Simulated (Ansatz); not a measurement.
**Al₂H (quartet): from Hartree-Fock to the top rungs at scale of all distances = 1.313, 6-31G**

Aim: climb from Hartree-Fock through coupled cluster and multireference methods for Al₂H (quartet) at one geometry and basis, and see what each rung misses.

Computed with Ansatz 0.2.0, Gaussian basis. Level: 6-31G, core rule «outside noble gas», up to 10 orbitals frozen.

The runs, in order: UHF; CCSD(T) on ROHF; CCSD(T) on UHF; BCCD(T) on ROHF; CISD; CCSDT(Q) on ROHF; CCSDT(Q) on UHF; CISDTQ; CCSDTQ on ROHF; CCSDTQ on UHF; CASSCF and MRCISD+Q, 5 electrons in 5 orbitals; CASSCF and NEVPT2, 5 electrons in 5 orbitals; CASSCF and MRCISD+Q, 7 electrons in 9 orbitals; CASSCF and NEVPT2, 7 electrons in 9 orbitals; Full CI.

8 further runs of the same task are left out: 7 that didn't finish, 1 set aside as unsound or not needed.

## Step 1: What is computed

The geometry derives from a PBE0/def2-TZVP stationary point (not a proven minimum). All distances are scaled together.

3 atoms, charge 0, spin multiplicity 4.

Atoms are counted from 1 here; the program's logs count them from 0.

No contacts short enough for the rule that draws bonds.

## Step 2: UHF

in.yaml reads:

```yaml
crystal:
  periodic: [false, false, false]
  atoms:
    - {symbol: Al, position_ang: [0.000000, 0.000000, 0.340141]}
    - {symbol: Al, position_ang: [0.000000, 0.000000, -2.759085]}
    - {symbol: H, position_ang: [0.000000, 0.000000, 2.418944]}
basis:
  gaussian: {orbitals: 6-31G}
magnetization: {spin_polarized: true, initial_magnetization: 3}
hamiltonian: {xc: hf}
output: {orbitals: {seedname: orbitals}}
```

Command:

```bash
> ansatz run in.yaml --threads 1 --pin off --events-out ev --progress --plain --max-ram 2393MiB
```

The runs that follow: CCSD(T) on ROHF; CCSD(T) on UHF; BCCD(T) on ROHF; CISD; CCSDT(Q) on ROHF; CCSDT(Q) on UHF; CISDTQ; CCSDTQ on ROHF; CCSDTQ on UHF; CASSCF and MRCISD+Q, 5 electrons in 5 orbitals; CASSCF and NEVPT2, 5 electrons in 5 orbitals; CASSCF and MRCISD+Q, 7 electrons in 9 orbitals; CASSCF and NEVPT2, 7 electrons in 9 orbitals; Full CI.

Before running them: what should the planned runs give, taken together? Wanted: FCI below the RHF energy; RMP2 from FCI; UMP2 from FCI; RCCSD from FCI; RCCSD(T) from FCI; UCCSD(T) from FCI; RCCSDT(Q) from FCI; UCCSDT(Q) from FCI; NEVPT2 pair from FCI.

The runs gave:

| quantity | value |
| --- | --- |
| FCI below the RHF energy | -2.6851 eV |
| RMP2 from FCI | +26.35 kcal/mol |
| UMP2 from FCI | +25.74 kcal/mol |
| RCCSD from FCI | +4.03 kcal/mol |
| RCCSD(T) from FCI | +1.61 kcal/mol |
| UCCSD(T) from FCI | +1.71 kcal/mol |
| RCCSDT(Q) from FCI | +0.17 kcal/mol |
| UCCSDT(Q) from FCI | +0.19 kcal/mol |
| NEVPT2 pair from FCI | +22.65 kcal/mol |
| MRCISD+Q pair from FCI | -1.04 kcal/mol |
| NEVPT2 valence from FCI | +3.73 kcal/mol |
| levels within 1 kcal/mol (43 meV) | RCCSDT, UCCSDT, CISDTQ, RCCSDT(Q), UCCSDT(Q), RCCSDTQ, UCCSDTQ, MRCISD valence, MRCISD+Q valence |
| T1 diagnostic | 0.060 |
| effectively unpaired electrons | 3.17 |

What this shows: RCCSD(T) misses by +1.61 kcal/mol, 2.6 % of the correlation energy. MRCISD+Q pair falls below full CI: the +Q correction isn't variational, and the cores differ from full CI's. The occupations are near whole numbers, but T1 = 0.060 shows that the orbitals relax strongly. Of the multireference levels listed MRCISD+Q valence comes nearest in total energy (+0.13 kcal/mol), which doesn't show that its space is the better one. Coupled cluster took another determinant than the lowest Hartree-Fock one. These misses are within one basis, not against nature; the frozen cores of restricted and unrestricted runs differ, which can shift their rows.
